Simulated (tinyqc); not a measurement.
Pariser-Parr-Pople SCF with singles CI, for the molecule C=CC=CC=C (SMILES; centres numbered as the heavy atoms are written), step by step. Computed by tinyqc, a small Python program that keeps every step. Settings: charge = 0, gamma = Ohno, start = huckel, damping = 0.3, iteration cap = 74, excitations kept = 9. Command: `OMP_NUM_THREADS=1 python tinyqc.py 30930 30931 out.jsonl` (the two numbers bound the seeds that draw the settings). One thread of a shared host (Intel(R) Xeon(R) Processor @ 2.60GHz), about 0.02 s of CPU time with the checks. Later iterations appear only in the table of the cycle.

## PPP integrals

Centres (angstrom, eV; a flat drawing with bonds scaled to 1.40 angstrom):
```
centre         x         y  core charge z         W  gamma_rr
1C      -3.04500  -0.19600              1  12.44000  10.57000
2C      -1.79900   0.44200              1  12.44000  10.57000
3C      -0.62300  -0.31900              1  12.44000  10.57000
4C       0.62300   0.31900              1  12.44000  10.57000
5C       1.79900  -0.44200              1  12.44000  10.57000
6C       3.04500   0.19600              1  12.44000  10.57000
```

Resonance integrals (eV):
```
i  j      beta
1  2  -2.39000
2  3  -2.39000
3  4  -2.39000
4  5  -2.39000
5  6  -2.39000
```

Ohno: gamma = 14.399645/sqrt(R^2 + a^2), a = 2 x 14.399645/(gamma_rr + gamma_ss); H_rr = -W_r - sum_(s != r) z_s gamma_rs; H_rs = beta for bonds.

repulsion gamma_rs (eV), lower triangle:
```
          1C        2C        3C        4C        5C        6C
1C  10.57000
2C   7.37189  10.57000
3C   5.17681   7.36944  10.57000
4C   3.64866   5.17681   7.37189  10.57000
5C   2.85825   3.64777   5.17681   7.36944  10.57000
6C   2.30291   2.85825   3.64866   5.17681   7.37189  10.57000
```

core matrix H (eV), lower triangle:
```
           1C         2C         3C         4C         5C         6C
1C  -33.79851
2C   -2.39000  -38.86414
3C    0.00000   -2.39000  -41.18360
4C    0.00000    0.00000   -2.39000  -41.18360
5C    0.00000    0.00000    0.00000   -2.39000  -38.86414
6C    0.00000    0.00000    0.00000    0.00000   -2.39000  -33.79851
```

## Starting guess

pi electrons, sum of z_r less the charge = 6

Orbitals of the Hueckel matrix of the beta values.

P at the start, lower triangle:
```
          1C        2C        3C       4C       5C       6C
1C   1.00000
2C   0.87112   1.00000
3C   0.00000   0.48343   1.00000
4C  -0.38768   0.00000   0.78485  1.00000
5C   0.00000  -0.08627   0.00000  0.48343  1.00000
6C   0.30142   0.00000  -0.38768  0.00000  0.87112  1.00000
```

## Iteration 1: Fock matrix

F_rr = H_rr + P_rr gamma_rr / 2 + sum_(s != r) P_ss gamma_rs; F_rs = H_rs - P_rs gamma_rs / 2; E = tr P (H + F) / 2 + core repulsion sum_(r<s) z_r z_s gamma_rs.

F (eV), lower triangle:
```
          1C        2C        3C        4C        5C        6C
1C  -7.15500
2C  -5.60090  -7.15500
3C   0.00000  -4.17132  -7.15500
4C   0.70726   0.00000  -5.28292  -7.15500
5C   0.00000   0.15734   0.00000  -4.17132  -7.15500
6C  -0.34707   0.00000   0.70726   0.00000  -5.60090  -7.15500
```

pi energy = -85.73966 eV

## Iteration 1: orbitals and new P

Diagonalise F (the basis is taken as orthonormal) and form P = 2 sum c c over the lowest orbitals; 0.3 of the old P is kept.

orbital energies (eV): -15.47383  -13.74246  -10.89627  -3.41373  -0.56754  1.16383

P after iteration 1, lower triangle:
```
          1C        2C        3C       4C       5C       6C
1C   1.00000
2C   0.89271   1.00000
3C   0.00000   0.44408   1.00000
4C  -0.37010   0.00000   0.81525  1.00000
5C   0.00000  -0.06983   0.00000  0.44408  1.00000
6C   0.25459   0.00000  -0.37010  0.00000  0.89271  1.00000
```

## Iteration 2: Fock matrix

As before.

F (eV), lower triangle:
```
          1C        2C        3C        4C        5C        6C
1C  -7.15500
2C  -5.68049  -7.15500
3C   0.00000  -4.02631  -7.15500
4C   0.67519   0.00000  -5.39495  -7.15500
5C   0.00000   0.12737   0.00000  -4.02631  -7.15500
6C  -0.29315   0.00000   0.67519   0.00000  -5.68049  -7.15500
```

pi energy = -85.82292 eV

## Iteration 2: orbitals and new P

As before.

orbital energies (eV): -15.46214  -13.73866  -10.99225  -3.31775  -0.57134  1.15214

P after iteration 2, lower triangle:
```
          1C        2C        3C       4C       5C       6C
1C   1.00000
2C   0.90624   1.00000
3C   0.00000   0.41763   1.00000
4C  -0.35671   0.00000   0.83513  1.00000
5C   0.00000  -0.06002   0.00000  0.41763  1.00000
6C   0.22489   0.00000  -0.35671  0.00000  0.90624  1.00000
```

## Iteration 3: Fock matrix

As before.

F (eV), lower triangle:
```
          1C        2C        3C        4C        5C        6C
1C  -7.15500
2C  -5.73035  -7.15500
3C   0.00000  -3.92885  -7.15500
4C   0.65075   0.00000  -5.46824  -7.15500
5C   0.00000   0.10948   0.00000  -3.92885  -7.15500
6C  -0.25895   0.00000   0.65075   0.00000  -5.73035  -7.15500
```

pi energy = -85.87254 eV

## Iteration 3: orbitals and new P

As before.

orbital energies (eV): -15.45317  -13.73551  -11.05506  -3.25494  -0.57449  1.14317

P after iteration 3, lower triangle:
```
          1C        2C        3C       4C       5C       6C
1C   1.00000
2C   0.91470   1.00000
3C   0.00000   0.40002   1.00000
4C  -0.34695   0.00000   0.84800  1.00000
5C   0.00000  -0.05405   0.00000  0.40002  1.00000
6C   0.20606   0.00000  -0.34695  0.00000  0.91470  1.00000
```

## Convergence

Stop when output and input P, before any damping, agree to 1e-7.

Course of the cycle:
```
iteration       E (eV)  largest |P(out) - P(in)|
1          -85.7396607                  6.69e-02
2          -85.8229223                  4.24e-02
3          -85.8725422                  2.69e-02
4          -85.8981278                  1.71e-02
5          -85.9104122                  1.10e-02
6          -85.9160727                  7.18e-03
7          -85.9186146                  4.70e-03
8          -85.9197368                  3.07e-03
9          -85.9202266                  2.01e-03
10         -85.9204386                  1.31e-03
11         -85.9205299                  8.53e-04
...                ...                       ...
23         -85.9205981                  5.00e-06
24         -85.9205981                  3.25e-06
25         -85.9205981                  2.12e-06
26         -85.9205981                  1.38e-06
27         -85.9205981                  9.00e-07
28         -85.9205981                  5.86e-07
29         -85.9205981                  3.82e-07
30         -85.9205981                  2.49e-07
31         -85.9205981                  1.62e-07
32         -85.9205981                  1.06e-07
33         -85.9205981                  6.88e-08
```

Converged in 33 iterations.

## Converged orbitals

Charges are z - P_rr.

orbital energies (eV): -15.43117  -13.72421  -11.16879  -3.14121  -0.58579  1.12117

coefficients:
```
        MO1       MO2       MO3       MO4       MO5       MO6
1C  0.25702   0.45481   0.47654   0.47654  -0.45481   0.25702
2C  0.40970   0.51092   0.26666  -0.26666   0.51092  -0.40970
3C  0.51584   0.17918  -0.44923  -0.44923  -0.17918   0.51584
4C  0.51584  -0.17918  -0.44923   0.44923  -0.17918  -0.51584
5C  0.40970  -0.51092   0.26666   0.26666   0.51092   0.40970
6C  0.25702  -0.45481   0.47654  -0.47654  -0.45481  -0.25702
```

pi charges: 1C 0.00000, 2C 0.00000, 3C 0.00000, 4C 0.00000, 5C 0.00000, 6C 0.00000

## Singles CI, singlets

Over the 9 single excitations with the smallest orbital gaps: A = (e_a - e_i) delta + 2 (ia|jb) - (ij|ab), with (pq|rs) = sum c_mp c_mq gamma_mn c_nr c_ns. f = 2/3 w |mu|^2 in atomic units, mu = sqrt2 sum c_ia sum_m c_mi c_ma R_m.

singlet CI matrix (eV), lower triangle:
```
          3>4      2>4      3>5      1>4      3>6      2>5      2>6      1>5
3>4   4.18785
2>4   0.00000  6.24658
3>5   0.00000  0.01365  6.24658
1>4   0.12015  0.00000  0.00000  7.26225
3>6   0.12015  0.00000  0.00000  0.19977  7.26225
2>5   0.77336  0.00000  0.00000  0.55542  0.55542  8.49681
2>6   0.00000  0.36669  0.86030  0.00000  0.00000  0.00000  9.61770
1>5   0.00000  0.86030  0.36669  0.00000  0.00000  0.00000  0.93772  9.61770
1>6  -0.19932  0.00000  0.00000  0.53294  0.53294  1.03557  0.00000  0.00000

          1>6
1>6  10.64367
```

singlet excitation energies (eV): 4.03004  5.93443  6.13711  7.03696  7.06248  8.39773  8.77580  10.88122  11.32563

oscillator strengths: 1.51962  0.00000  0.00000  0.03751  0.00000  0.21462  0.00000  0.00000  0.06279

## Singles CI, triplets

Over the 9 single excitations with the smallest orbital gaps: A = (e_a - e_i) delta - (ij|ab), with (pq|rs) = sum c_mp c_mq gamma_mn c_nr c_ns.

triplet CI matrix (eV), lower triangle:
```
          3>4       2>4       3>5       1>4      3>6      2>5      2>6      1>5
3>4   2.09604
2>4   0.00000   4.85484
3>5   0.00000   1.40539   4.85484
1>4   0.40809   0.00000   0.00000   6.13486
3>6   0.40809   0.00000   0.00000  -0.92762  6.13486
2>5   1.40539   0.00000   0.00000   1.33324  1.33324  7.19751
2>6   0.00000  -0.10625   1.33324   0.00000  0.00000  0.00000  8.99073
1>5   0.00000   1.33324  -0.10625   0.00000  0.00000  0.00000  1.56469  8.99073
1>6  -0.92762   0.00000   0.00000   0.85608  0.85608  1.56469  0.00000  0.00000

         1>6
1>6  9.78244
```

triplet excitation energies (eV): 1.51124  2.98307  4.06733  5.93443  7.06248  7.54606  7.89243  10.88122  11.15860
